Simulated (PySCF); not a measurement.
Species: C₄H₆O₂.
Bonds: C1–C2, C2–C3, C3–O4 (double), C3–C5, C5–O6 (double). Hydrogens: H7, H8, H9 on C1; H10, H11 on C2; H12 on C5.

Torsions of this conformer, `[CH3:1][CH2:2][C:3](=[O:4])[CH:5]=[O:6]`: C1–C2–C3–O4 1°, C2–C3–C5–O6 0°.

The closed-shell ground state was solved at several levels (PySCF, density fitting, gas phase, non-relativistic). One conformer (not necessarily the lowest) at the PBE0-D3(BJ)/def2-SVP geometry, without solvent, vibrations or thermal averaging.

```tsv
level	basis functions	HOMO (eV)	LUMO (eV)	gap (eV)	dipole (D)
PBE0/pcSseg-1	132	-7.46	-2.70	4.76	1.07
CAM-B3LYP/def2-SVPD	174	-9.03	-1.60	7.43	1.14
B3LYP/pcJ-1	222	-7.23	-2.94	4.29	1.06
```

(1) What might B3LYP/pcSseg-2 (300 basis functions) give for the same quantities?

(2) Over all these levels, which gives the widest orbital gap and which the narrowest?

(3) How far do the dipole and the HOMO energy spread over the levels?

Results:

(1) HOMO -7.27 eV, LUMO -3.01 eV, gap 4.26 eV, dipole 1.16 D.

(2) CAM-B3LYP/def2-SVPD (range-separated hybrid) has the widest, 7.43 eV, and B3LYP/pcSseg-2 (global hybrid, 20 % exact exchange) the narrowest, 4.26 eV. Functional and basis both differ between the two, so the spread mixes both effects.

(3) The dipole runs from 1.06 to 1.16 D (mean 1.11 D) and the HOMO from -9.03 to -7.23 eV.
